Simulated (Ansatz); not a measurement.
**A ladder of methods for SiNH3F− (SMILES N[SiH-]F)**

SiNH3F−: 6 atoms, total charge -1, spin state singlet. SMILES: `N[SiH-]F`. Geometry: relaxed at GFN2-xTB. This is one conformer, not always the lowest.

| atom | x (Å) | y (Å) | z (Å) |
| --- | --- | --- | --- |
| N | -0.7063 | 0.0641 | -0.6564 |
| Si | -0.0184 | -0.5726 | 0.8640 |
| F | 1.3438 | -1.3628 | 0.1754 |
| H | -1.4214 | 0.7597 | -0.4736 |
| H | -0.0321 | 0.4875 | -1.2964 |
| H | 0.8344 | 0.6242 | 1.3869 |

Each level gives the energy change with the N1–H4 bond stretched from 1.014 to 2.535 Å (eV). The values are calculated.

```
                      level                    kind  program  value (eV)  less FCI/STO-3G  CPU time (all runs)
     HF/STO-3G (restricted)            Hartree–Fock   Ansatz        9.16            +4.68               0.31 s
  SVWN5/STO-3G (restricted)                     LDA   Ansatz        5.54            +1.06                2.5 s
 revPBE/STO-3G (restricted)                     GGA   Ansatz        4.90            +0.42                3.9 s
  B3LYP/STO-3G (restricted)           global hybrid   Ansatz        5.94            +1.46                  3 s
  BHLYP/STO-3G (restricted)           global hybrid   Ansatz        7.42            +2.94                2.9 s
  wB97X/STO-3G (restricted)  range-separated hybrid   Ansatz        7.15            +2.67                 12 s
RPA@PBE/STO-3G (restricted)                     RPA   Ansatz        4.64            +0.16                6.4 s
    MP2/STO-3G (restricted)     perturbation theory   Ansatz        6.23            +1.75               0.43 s
 CCSDTQ/STO-3G (restricted)   coupled cluster or CI   Ansatz        4.48             0.00                 45 s
                 FCI/STO-3G      exact in the basis   Ansatz        4.48             0.00              2.3 min
```

FCI/STO-3G is exact within its basis and frozen core, so for wave-function methods in that basis the difference is their error; functionals converge differently with the basis, so for them it is only a difference. Spin-restricted single references rise too steeply as a bond breaks, Hartree–Fock most of all. Perturbation and coupled-cluster corrections on them can overshoot downwards. Sets without diffuse functions describe the anion poorly. The first shape isn't each level's own minimum. The values span 4.48 to 9.16 eV. All rows use very small basis sets, so even the best lies far from the true value. Times are those of the runs behind each value, whatever else they computed, on shared processors of several kinds: orders of magnitude only.
